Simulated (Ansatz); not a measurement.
The inner images of a band of CH5B + ClH (9 atoms, charge 0, multiplicity 1) are given out of order.

Method: RKS revPBE-D4/def2-SVP (Ansatz).

Initial state:

```xyz
9
Properties=species:S:1:pos:R:3
B 0.078 -0.117 0.026
H 0.113 -0.362 1.232
C 1.406 -0.055 -0.796
H 1.584 -1.117 -1.101
H 1.331 0.522 -1.739
H 2.302 0.262 -0.227
H -1.020 -0.127 -0.498
Cl -0.136 2.529 0.995
H -0.044 1.390 1.636
```

Final state:

```xyz
9
Properties=species:S:1:pos:R:3
B 0.018 0.818 -0.697
H 0.119 -0.586 2.756
C 1.396 0.135 -0.975
H 1.397 -0.860 -0.470
H 1.491 -0.098 -2.059
H 2.282 0.705 -0.638
H -1.039 0.342 -1.069
Cl -0.098 2.342 0.201
H 0.047 0.125 2.481
```

Question: Put them in order from the first end to the last, with their energies above the first end.
A.
```xyz
9
Properties=species:S:1:pos:R:3
B 0.011 0.789 -0.610
H 0.148 -0.577 2.492
C 1.390 0.115 -0.907
H 1.396 -0.934 -0.539
H 1.493 0.031 -2.014
H 2.272 0.655 -0.513
H -1.052 0.253 -0.859
Cl -0.094 2.416 0.083
H 0.050 0.176 2.396
```
B.
```xyz
9
Properties=species:S:1:pos:R:3
B -0.007 0.711 -0.409
H 0.176 -0.493 1.960
C 1.370 0.085 -0.808
H 1.385 -1.021 -0.728
H 1.515 0.325 -1.888
H 2.237 0.518 -0.271
H -1.066 0.118 -0.481
Cl -0.115 2.421 0.064
H 0.117 0.259 2.090
```
C.
```xyz
9
Properties=species:S:1:pos:R:3
B 0.019 0.565 -0.103
H 0.146 -0.332 1.485
C 1.373 0.053 -0.731
H 1.436 -1.045 -0.880
H 1.387 0.512 -1.746
H 2.286 0.408 -0.213
H -1.043 0.001 -0.293
Cl -0.106 2.326 0.370
H 0.114 0.434 1.641
```
D.
```xyz
9
Properties=species:S:1:pos:R:3
B 0.036 0.401 0.026
H 0.131 -0.221 1.354
C 1.381 0.019 -0.725
H 1.489 -1.065 -0.945
H 1.340 0.534 -1.711
H 2.297 0.367 -0.211
H -1.052 -0.033 -0.304
Cl -0.090 2.280 0.582
H 0.080 0.642 1.463
```
E.
```xyz
9
Properties=species:S:1:pos:R:3
B 0.001 0.656 -0.273
H 0.159 -0.426 1.700
C 1.371 0.075 -0.766
H 1.404 -1.032 -0.806
H 1.467 0.436 -1.817
H 2.257 0.461 -0.222
H -1.052 0.055 -0.356
Cl -0.118 2.375 0.205
H 0.122 0.323 1.863
```
F.
```xyz
9
Properties=species:S:1:pos:R:3
B 0.050 0.155 0.065
H 0.120 -0.234 1.292
C 1.390 0.005 -0.748
H 1.530 -1.074 -0.986
H 1.340 0.543 -1.717
H 2.292 0.345 -0.200
H -1.068 -0.029 -0.366
Cl -0.085 2.274 0.794
H 0.044 0.938 1.395
```
G.
```xyz
9
Properties=species:S:1:pos:R:3
B -0.007 0.753 -0.526
H 0.190 -0.542 2.232
C 1.375 0.096 -0.848
H 1.381 -0.992 -0.636
H 1.516 0.188 -1.952
H 2.244 0.586 -0.367
H -1.068 0.180 -0.671
Cl -0.112 2.439 0.014
H 0.093 0.215 2.283
```

Answer: F (+0.095 eV), D (-0.222 eV), C (-0.576 eV), E (-0.770 eV), B (-0.858 eV), G (-0.888 eV), A (-0.897 eV).

Time of the run: 3.5 min on 1 thread of Arm Neoverse V1, on a shared host, peak memory 0.13 GiB.
